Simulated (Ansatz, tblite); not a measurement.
Forces on Li₂S⁺ at its r2SCAN-D4/def2-TZVP geometry. Total charge 1; doublet.

The xTB rows come from tblite. The structure comes from a short search, and lower isomers may exist.

GFN1-xTB (tblite), largest force 0.76 eV/Å:

```xyz
3
positions Å, forces eV/Å
Li   -0.789   -1.526   -1.465    0.264    0.511    0.490
Li    0.789    1.526    1.465   -0.264   -0.511   -0.490
S     0.000    0.000    0.000    0.000    0.000    0.000
```

GFN2-xTB (tblite), largest force 0.04 eV/Å:

```
Li 0.014 0.026 0.025
Li -0.014 -0.026 -0.025
S 0.000 0.000 0.000
```

r2SCAN-D4/def2-TZVP (Ansatz), largest force 0.00 eV/Å:

```
Li 0.001 0.001 0.001
Li -0.001 -0.001 -0.001
S 0.000 0.000 0.000
```
